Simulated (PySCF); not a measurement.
# C2HFS: the cost of one run

Computed with PySCF 2.14.0, with density-fitted response routines of our own, on a single molecule in the gas phase. Atoms are numbered from 0 throughout.

## (1) The molecule as given

5 atoms, charge 0, multiplicity 1; geometry from: GFN2-xTB. The atoms were then displaced at random by about 0.01 Å, so the start is not that level's minimum.

Bonds of the start (Å): F0–C1 1.35, C1–C2 1.29, C2–S3 1.61, C1–H4 1.08.

## (2) Geometry optimisation at PBE0-D3(BJ)/def2-SVP

What the job is given:

```
{"job": {"xc": "PBE0", "basis": "def2-SVP", "d3": "d3bj", "grid": 1, "shake": 0.01, "kind": "geom"}, "charge": 0, "multiplicity": 1}
F     -1.366310    -1.024420    -0.007650
C     -0.564030     0.063040     0.000310
C      0.721540    -0.030690    -0.019590
S      2.328770    -0.047820    -0.027000
H     -1.086400     1.005910     0.016040
```

Run with:

```
> OMP_NUM_THREADS=1 python probes_run.py task.json out
```

The driver reads the jobs from task.json and runs them one after another.

**Question.** How long does this first job take on 1 thread of Arm Neoverse V1, shared host, and how much memory does it need?

About 8.5 s, with a peak of 0.29 GiB.
